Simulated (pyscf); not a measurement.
Structures and frequencies: ωB97X-D3(BJ)/def2-SVP in PySCF. Correlated levels are frozen-core, on RHF or UHF. ΔMP2 is the change of the MP2 total energy from the triple- to the quadruple-zeta basis.

Question: For the elementary gas-phase step `[NH2][Ga]([OH])[OH]` -> `[O]=[Ga][OH]` + `[NH3]` (singlet surface; H–O, Ga–N broken, H–N formed), what barrier and reaction energy does CCSD(T)/def2-TZVPP + ΔMP2(QZVPP) give, measured from the reactant's lowest minimum found?

Answer: ΔE‡ = 50.4 kcal/mol, ΔE = +61.6 kcal/mol. Zero-point energy shifts the barrier by -1.2 kcal/mol. It is an elimination, with an imaginary mode of 1274i cm⁻¹. On the reactant side the descent ends in a point that may be a rotor saddle (no frequency run), 1.8 kcal/mol over the lowest minimum found and 48.8 kcal/mol under the saddle at ωB97X-D3(BJ)/def2-TZVP. On the product side the descent ends in an adduct with a Ga–N contact, 22.3 kcal/mol under the separated species and 8.7 kcal/mol under the saddle at ωB97X-D3(BJ)/def2-TZVP. At CCSD(T) the saddle lies under the separated products, which points to a path from their complex (located at ωB97X-D3(BJ) alone), and parting the products costs more than the saddle. What is counted as broken (Ga–N) persists as a longer contact in the product adduct; parting that adduct is a step of its own. One saddle was located; it need not be the lowest between these sides. The CCSD(T) − MP2 part came from Ansatz, without density fitting, on the same reference. The frozen core leaves the outer d or s,p core shells of the metals and heavy elements correlated in the MP2 and CC values, and def2-TZVPP describes them poorly, which can shift differences by a few kcal/mol. Elements up to Kr have no core potential and no relativistic terms here.
